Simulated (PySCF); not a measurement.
# N2O (nitrous oxide): levels of theory compared

Wanted: a comparison of 6 runs (B3LYP/6-31G*, B2PLYP/cc-pVTZ, M06-2X/cc-pVTZ, wB97M-V/cc-pVTZ, wB97X/cc-pVTZ, CCSD(T)/cc-pVTZ) of N2O (nitrous oxide). Input form: a Python script.

Program for the calculation: PySCF 2.14.0.

7 further runs of the same task are left out: 1 that didn't finish, 6 set aside as unsound or not needed. Runs told in other sessions of the task aren't counted.

## Step 1: The structure to begin with

N2O has 3 atoms, charge 0, and is taken as a singlet. SMILES: `N#[N+][O-]`. The N2–O3 distance was set to 2.584 Å, away from the relaxed value. At this shape a bond of the SMILES string is far longer than usual.

Bond lengths: N1–N2 1.118 Å.

## Step 2: The energy at B3LYP/6-31G(d) (spherical functions) (run 1)

Input file job.py:

```python
from pyscf import gto, dft

mol = gto.M(
    atom=[
    ('N', (-1.145919, 2.242498, -0.376106)),
    ('N', (-0.642619, 1.257698, -0.211006)),
    ('O', (0.520100, -1.017800, 0.170700)),
],
    spin=0,
    max_memory=1860,
    verbose=3,
    charge=0,
    basis='6-31g*',
)

ks = dft.RKS(mol, xc='b3lyp')
ks.conv_tol = 1e-10
ks.grids.level = 5
ks.kernel()
if not ks.converged:
    ks = ks.newton().run(ks.mo_coeff, ks.mo_occ)

e_final = ks.e_tot
print('Final energy', e_final)
```

Command:

```
OMP_NUM_THREADS=1 python job.py
```

Output:

```text
converged SCF energy = -184.485160589944
Final energy -184.485160589944
```

Wall time 3.6 s (1 thread of Arm Neoverse V2, shared host); peak memory 0.24 GiB.

## Step 3: A single-point energy at B2PLYP/cc-pVTZ (run 2)

Input file job.py:

```python
from pyscf import gto, dft, mp

system = gto.M(
    atom='N -1.145919 2.242498 -0.376106; N -0.642619 1.257698 -0.211006; O 0.520100 -1.017800 0.170700',
    charge=0,
    verbose=3,
    max_memory=1860,
    basis='cc-pvtz',
)

myscf = dft.RKS(system, xc='0.53*HF + 0.47*B88, 0.73*LYP')
myscf.grids.level = 5
myscf.conv_tol = 1e-10
myscf.kernel()
if not myscf.converged:
    myscf = myscf.newton().run(myscf.mo_coeff, myscf.mo_occ)

pt = mp.MP2(myscf, frozen=3).run()
energy = myscf.e_tot + 0.27 * pt.e_corr
print('PT2 part  %.8f' % (0.27 * pt.e_corr))
print(f'total energy: {energy:.8f} hartree')
```

Command:

```
OMP_NUM_THREADS=1 python job.py
```

Output:

```text
converged SCF energy = -184.267607852601
E(RMP2) = -184.943177524003  E_corr = -0.675569671402395
E(SCS-RMP2) = -184.938774855859  E_corr = -0.671167003258203
PT2 part  -0.18240381
total energy: -184.45001166 hartree
```

It took 8.1 s on 1 thread of Arm Neoverse V2, shared host; peak memory 0.42 GiB.

## Step 4: A single-point energy at M06-2X/cc-pVTZ (run 3)

Input file start.xyz:

```xyz
3
N2O
N     -1.145919     2.242498    -0.376106
N     -0.642619     1.257698    -0.211006
O      0.520100    -1.017800     0.170700
```

Input file job.py:

```python
from pyscf import gto, dft

mol = gto.M(
    atom='start.xyz',
    basis='cc-pvtz',
    max_memory=1860,
    verbose=3,
)

calc0 = dft.RKS(mol, xc='m06-2x')
calc0.grids.level = 5
calc0.conv_tol = 1e-10
calc0.kernel()
if not calc0.converged:
    calc0 = calc0.newton().run(calc0.mo_coeff, calc0.mo_occ)

e_tot = calc0.e_tot
print('E = %.10f Eh' % e_tot)
```

Command:

```
OMP_NUM_THREADS=1 python job.py
```

Output:

```text
converged SCF energy = -184.505658947965
E = -184.5056589480 Eh
```

Wall time 29 s (1 thread of Arm Neoverse V2, shared host); peak memory 0.47 GiB.

Runs 4 to 5 aren't shown in full; the table further down has their settings and results.

## Step 5: The energy at CCSD(T)/cc-pVTZ (run 6)

Input file input.py:

```python
from pyscf import gto, cc

mol = gto.M(
    atom='''
N   -1.145919   2.242498  -0.376106
N   -0.642619   1.257698  -0.211006
O    0.520100  -1.017800   0.170700
''',
    max_memory=1860,
    basis='cc-pvtz',
    charge=0,
    verbose=3,
    spin=0,
)

hf = mol.RHF()
hf.conv_tol = 1e-10
hf.kernel()
if not hf.converged:
    hf = hf.newton().run(hf.mo_coeff, hf.mo_occ)

mycc = cc.CCSD(hf, frozen=3)
mycc.kernel()
e_t = mycc.ccsd_t()
e_final = mycc.e_tot + e_t
print('E = %.10f Eh' % e_final)
```

Command:

```
OMP_NUM_THREADS=1 python input.py
```

Output:

```text
converged SCF energy = -183.664882081523
E(CCSD) = -184.2397640419872  E_corr = -0.5748819604637108
CCSD(T) correction = -0.0287883583206567
E = -184.2685524003 Eh
```

Run time: 26 s. Hardware: 1 thread of Arm Neoverse V2, shared host; peak memory 0.47 GiB.

## Step 6: Overview of the runs

| run | level | frozen core orbitals | nlc grid | energy (Eh) | dipole moment (D) of the reference | HOMO energy (eV) | LUMO energy (eV) | wall time |
| --- | --- | --- | --- | --- | --- | --- | --- | --- |
| 1 | B3LYP/6-31G* (spherical functions) | – | – | -184.485161 | 0.76 | -9.10 | -6.79 | 3.6 s |
| 2 | B2PLYP/cc-pVTZ | 3 | – | -184.450012 | 0.41 | -12.16 | -4.15 | 8.1 s |
| 3 | M06-2X/cc-pVTZ | – | – | -184.505659 | 0.49 | -12.13 | -4.83 | 29 s |
| 4 | wB97M-V/cc-pVTZ | – | 1 | -184.528836 | 0.53 | -12.55 | -3.96 | 33 s |
| 5 | wB97X/cc-pVTZ | – | – | -184.516002 | 0.56 | -12.65 | -4.08 | 12 s |
| 6 | CCSD(T)/cc-pVTZ | 3 | – | -184.268552 | 0.26 | -15.60 | 0.24 | 26 s |

## Step 7: Summary of results

| quantity | value |
| --- | --- |
| run 6: total energy | -184.26855 Eh |
| run 6: dipole moment (Hartree–Fock density) | 0.26 D |
| run 6: HOMO energy (Hartree–Fock orbitals) | -15.60 eV |
| run 6: LUMO energy (Hartree–Fock orbitals) | 0.24 eV |
| run 6: HOMO–LUMO gap (Hartree–Fock orbitals) | 15.84 eV |
| run 6: correlation energy (3 core orbitals frozen) | -603.7 mEh |
| run 6: (T) correction | -28.79 mEh |
| run 6: T1 diagnostic | 0.012 |

What this shows: Over runs 1, 2, 3, 4, 5 the dipole moment (its size) runs from 0.41 D (B2PLYP/cc-pVTZ) to 0.76 D (B3LYP/6-31G*). The two ends differ in method and basis. A double hybrid's value is that of its SCF part. Over runs 1, 2, 3, 4, 5 the HOMO–LUMO gap runs from 2.31 eV (B3LYP/6-31G*) to 8.59 eV (wB97M-V/cc-pVTZ). Totals of different functionals can't be ranked against each other. In all runs a closed-shell determinant meets a far-stretched bond; if it breaks into open shells, such a determinant describes it badly, and no broken-symmetry solution was shown. All runs together took 1.9 min, the longest 33 s.
